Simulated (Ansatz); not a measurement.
**AlHSCl (SMILES [SH][Al][Cl]): levels of theory compared**

Wanted: a comparison of 6 runs (U-r2SCAN0/STO-3G, U-wB97X/STO-3G, UB3LYP/STO-3G, UCAM-B3LYP/STO-3G, USVWN5/STO-3G, UCCSD/STO-3G) of AlHSCl. 

The calculation is run with Ansatz 0.2.0.

73 further runs of the same task are left out: 8 that didn't finish, 65 set aside as unsound or not needed.

## (1) The structure to begin with

The species is AlHSCl (4 atoms), meant as a doublet with charge 0. As SMILES, `[SH][Al][Cl]`. The H4–S1 distance was set to 2.689 Å, away from the relaxed value. At this shape a bond of the SMILES string is far longer than usual.

Bond lengths: S1–Al2 2.193 Å, Al2–Cl3 2.107 Å. Angles: S1–Al2–Cl3 115.5°.

## (2) A single-point energy at U-r2SCAN0/STO-3G (run 1)

Contents of input.yaml:

```yaml
crystal:
  periodic: [false, false, false]
  atoms:
    - {symbol: S, position_ang: [1.095977, -0.018265, -1.353779]}
    - {symbol: Al, position_ang: [0.262077, -1.529065, 0.000021]}
    - {symbol: Cl, position_ang: [0.882377, -3.510565, -0.358079]}
    - {symbol: H, position_ang: [-0.216400, 1.988100, -0.135600]}
basis:
  gaussian:
    orbitals: STO-3G
magnetization:
  spin_polarized: true
  initial_magnetization: 1
hamiltonian:
  xc: {name: r2SCAN0}
accuracy: high
```

Command:

```bash
$ ansatz run input.yaml --threads 1 --pin off --max-ram 2610MiB --events-out events.jsonl --progress --plain --runs-dir runs
```

The program printed:

```text
Warning: RAYON_NUM_THREADS=1 ignored (pool sized by the plan → 1); use --threads N
Functional definition: r2SCAN0
  name "r2SCAN0"
  parameter a = 0.25
  parameter k0 = 0.174
  parameter k1 = 0.065
  parameter a1 = 4.9479
  exchange = (1 - a)*r2scan_x(k0 = k0, k1 = k1, a1 = a1) + a*exact_x
  correlation = r2scan_c
499 factors; integrals over basis functions are off by at most 1.6e-8 eV
mean field evaluation 1: about -29623.4466 eV, gradient 2.2e1 eV
mean field evaluation 2: about -29580.9895 eV, gradient 6.7e1 eV
mean field evaluation 4: about -29624.6826 eV, gradient 1.0e1 eV
mean field evaluation 8: about -29626.2646 eV, gradient 1.3e1 eV
mean field evaluation 16: about -29631.7060 eV, gradient 4.2e-3 eV
mean field evaluation 32: about -29631.7059 eV, gradient 5.5e-3 eV
mean field evaluation 64: about -29631.7060 eV, gradient 4.2e-4 eV
mean field evaluation 96: about -29631.5919 eV, gradient 3.1e-6 eV
mean field -29631.81396889 eV, -1088.9490781919 hartree, gradient 4.3e-8 eV, S^2 1.505175; 12 other end points of the search recorded, 0 dependent functions left out
reference -29631.81396957 eV, -1088.9490782167 hartree; 24, 23 occupied and 4, 5 virtual orbitals, 499 factors
Total energy: -29631.81396957 eV, -1088.9490782167 hartree
```

Wall time 31 s (1 thread of Arm Neoverse V1, shared host); peak memory 0.28 GiB.

## (3) A single-point energy at U-wB97X/STO-3G (run 2)

Contents of molecule.yaml:

```yaml
crystal:
  periodic: [false, false, false]
  atoms:
    - {symbol: S, position_ang: [1.095977, -0.018265, -1.353779]}
    - {symbol: Al, position_ang: [0.262077, -1.529065, 0.000021]}
    - {symbol: Cl, position_ang: [0.882377, -3.510565, -0.358079]}
    - {symbol: H, position_ang: [-0.216400, 1.988100, -0.135600]}
basis:
  gaussian: {orbitals: STO-3G}
hamiltonian: {xc: {name: wB97X}}
accuracy: high
magnetization: {spin_polarized: true, initial_magnetization: 1}
```

Command:

```bash
$ ansatz run molecule.yaml --threads 1 --pin off --max-ram 2610MiB --events-out events.jsonl --progress --plain --runs-dir runs
```

The program printed, cut to the lines that bear on the results:

```text
Warning: RAYON_NUM_THREADS=1 ignored (pool sized by the plan → 1); use --threads N
Functional definition: wB97X
  name "wB97X"
[...]
      + exact_x_lr(omega)
[...]
      + integral(e_c_pw_opposite_spin*poly(b97_u_opposite, 1, cos1, cos2, cos3, cos4))
499 factors; integrals over basis functions are off by at most 1.6e-8 eV
168 factors; integrals over basis functions are off by at most 1.3e-9 eV
[...]
mean field -29631.94143920 eV, -1088.9537626392 hartree, gradient 2.0e-8 eV, S^2 1.567759; 12 other end points of the search recorded, 0 dependent functions left out
reference -29631.94143822 eV, -1088.9537626035 hartree; 24, 23 occupied and 4, 5 virtual orbitals, 499 factors
Total energy: -29631.94143822 eV, -1088.9537626035 hartree
```

Wall time 53 s (1 thread of Arm Neoverse V1, shared host); peak memory 0.48 GiB.

Run 3 isn't shown in full; the table further down has it.

## (4) A single-point energy at UCAM-B3LYP/STO-3G (run 4)

Contents of in.yaml:

```yaml
basis:
  gaussian: {orbitals: STO-3G}
crystal:
  periodic: [false, false, false]
  atoms:
    - symbol: S
      position_ang: [1.095977, -0.018265, -1.353779]
    - symbol: Al
      position_ang: [0.262077, -1.529065, 0.000021]
    - symbol: Cl
      position_ang: [0.882377, -3.510565, -0.358079]
    - symbol: H
      position_ang: [-0.216400, 1.988100, -0.135600]
magnetization: {spin_polarized: true, initial_magnetization: 1}
hamiltonian: {xc: {name: CAM-B3LYP}}
accuracy: high
```

Command:

```bash
$ ansatz run in.yaml --threads 1 --pin off --max-ram 2610MiB --events-out events.jsonl --progress --plain --runs-dir runs
```

The program printed, cut to the lines that bear on the results:

```text
Warning: RAYON_NUM_THREADS=1 ignored (pool sized by the plan → 1); use --threads N
Functional definition: CAM-B3LYP
  name "CAM-B3LYP"
[...]
499 factors; integrals over basis functions are off by at most 1.6e-8 eV
183 factors; integrals over basis functions are off by at most 1.4e-9 eV
[...]
mean field -29630.87584832 eV, -1088.9146028966 hartree, gradient 2.7e-8 eV, S^2 1.497412; 12 other end points of the search recorded, 0 dependent functions left out
reference -29630.87586331 eV, -1088.9146034477 hartree; 24, 23 occupied and 4, 5 virtual orbitals, 499 factors
Total energy: -29630.87586331 eV, -1088.9146034477 hartree
```

It took 13 s on 1 thread of Arm Neoverse V1, shared host; peak memory 0.16 GiB.

Run 5 isn't shown in full; the table further down has it.

## (5) A single-point energy at UCCSD/STO-3G (run 6)

Contents of job.yaml:

```yaml
crystal:
  periodic: [false, false, false]
  atoms:
    - {symbol: S, position_ang: [1.095977, -0.018265, -1.353779]}
    - {symbol: Al, position_ang: [0.262077, -1.529065, 0.000021]}
    - {symbol: Cl, position_ang: [0.882377, -3.510565, -0.358079]}
    - {symbol: H, position_ang: [-0.216400, 1.988100, -0.135600]}
basis:
  gaussian:
    orbitals: STO-3G
magnetization:
  spin_polarized: true
  initial_magnetization: 1
correlation:
  method: ccsd
  frozen_orbitals: {Al: 5, Cl: 5, H: 0, S: 5}
accuracy: high
scf:
  omitted_lower_state_checks: [cluster_reference, increment]
```

Command:

```bash
$ ansatz run job.yaml --threads 1 --pin off --max-ram 2610MiB --events-out events.jsonl --progress --plain --runs-dir runs
```

The program printed:

```text
Warning: RAYON_NUM_THREADS=1 ignored (pool sized by the plan → 1); use --threads N
[... 16 lines left out ...]
15 core orbitals not correlated: weight in the atoms' cores, before any rotation towards them, 0.999 or more for the frozen orbitals, at most 0.000 for the correlated occupied ones
[... 57 lines left out ...]
Total energy: -29588.10780478 eV, -1087.3429062859 hartree
Checks for a lower state left out: cluster_reference, increment
```

Wall time 1.4 s (1 thread of Arm Neoverse V1, shared host).

## (6) Overview of the runs

| run | level | frozen core orbitals | energy (Eh) | ⟨S²⟩ | wall time |
| --- | --- | --- | --- | --- | --- |
| 1 | U-r2SCAN0/STO-3G | – | -1088.949078 | 1.505 | 31 s |
| 2 | U-wB97X/STO-3G | – | -1088.953763 | 1.568 | 53 s |
| 3 | UB3LYP/STO-3G | – | -1088.967688 | 1.347 | 12 s |
| 4 | UCAM-B3LYP/STO-3G | – | -1088.914603 | 1.497 | 13 s |
| 5 | USVWN5/STO-3G | – | -1084.945737 | 1.048 | 3.6 s |
| 6 | UCCSD/STO-3G | 15 | -1087.342906 | 1.735 | 1.4 s |

## (7) Outcome

```
                                           quantity           value
                                run 6: total energy  -1087.34291 Eh
run 6: correlation energy (15 core orbitals frozen)       -40.9 mEh
           run 6: ⟨S²⟩ of the reference determinant           1.735
                               run 6: T1 diagnostic           0.034
```

Totals of different functionals can't be ranked against each other. In runs 1, 2, 3, 4, 5, 6 the basis is minimal, so the values are rough. Spin contamination of the reference: run 6 ⟨S²⟩ = 1.74, run 2 ⟨S²⟩ = 1.57, run 1 ⟨S²⟩ = 1.51, run 4 ⟨S²⟩ = 1.50, run 3 ⟨S²⟩ = 1.35, run 5 ⟨S²⟩ = 1.05. Where it is this large, the reference is a mixture of spin states, and values that rest on it are in doubt. All runs together took 1.9 min, the longest 53 s.
